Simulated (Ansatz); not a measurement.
Geometry optimisation, RKS PBE0-D4/def2-SVP in Ansatz 0.2.0.

The input (input.yaml):

```yaml
crystal:
  periodic: [false, false, false]
  atoms:
    - { symbol: "N", position_ang: [-2.0101, 0.3426, -1.0575] }
    - { symbol: C, position_ang: [-1.0338, -0.4874, -0.5518] }
    - { symbol: O, position_ang: [-0.0472, 0.3298, -0.0129] }
    - { symbol: C, position_ang: [1.1079, -0.446, 0.5282] }
    - { symbol: "N", position_ang: [2.0281, 0.4356, 1.0558] }
    - { symbol: H, position_ang: [-1.6034, 1.038, -1.7251] }
    - { symbol: H, position_ang: [-2.3232, 0.9904, -0.2955] }
    - { symbol: H, position_ang: [-1.4163, -1.1219, 0.2111] }
    - { symbol: H, position_ang: [-0.623, -1.0843, -1.3192] }
    - { symbol: H, position_ang: [1.4867, -1.0715, -0.2301] }
    - { symbol: H, position_ang: [0.6465, -1.1101, 1.3466] }
    - { symbol: H, position_ang: [1.60187, 0.93555, 1.82044] }
    - { symbol: H, position_ang: [2.76364, -0.15101, 1.55462] }
basis:
  gaussian: { orbitals: def2-SVP }
hamiltonian:
  xc: pbe0
  dispersion: d4
relax:
  f_tol: 0.015
  max_steps: 40
```

Command:

```bash
$ ansatz run input.yaml --threads 2 --pin off --max-ram 3072MiB --backend cpu --events-out ev --progress --plain --runs-dir out
```

Task: Where does it end, and by what steps?

Result: It converged. After 8 steps the energy has fallen by 0.629 eV; H13 moved furthest, 0.28 Å.

| step | energy less start (eV) | largest force component (eV/Å) | accepted |
| --- | --- | --- | --- |
| 0 | 0.0000 | 4.718 | yes |
| 1 | -0.5141 | 2.264 | yes |
| 2 | -0.6183 | 0.222 | yes |
| 3 | -0.6201 | 0.281 | yes |
| 4 | -0.6239 | 0.206 | yes |
| 5 | -0.6271 | 0.167 | yes |
| 6 | -0.6289 | 0.050 | yes |
| 7 | -0.6291 | 0.045 | yes |
| 8 | -0.6293 | 0.009 | yes |

```xyz
13
Properties=species:S:1:pos:R:3
N -2.044 0.379 -1.084
C -1.021 -0.435 -0.533
O 0.042 0.326 -0.013
C 1.049 -0.442 0.573
N 2.011 0.436 1.161
H -1.666 0.957 -1.832
H -2.405 1.015 -0.376
H -1.453 -1.070 0.270
H -0.643 -1.122 -1.318
H 1.567 -1.062 -0.190
H 0.575 -1.158 1.290
H 1.678 0.817 2.043
H 2.889 -0.043 1.333
```

Run time: 54 s on 2 threads of Intel(R) Xeon(R) Platinum 8259CL CPU @ 2.50GHz (Skylake/Cascade Lake) (shared host), peak memory 0.25 GiB.
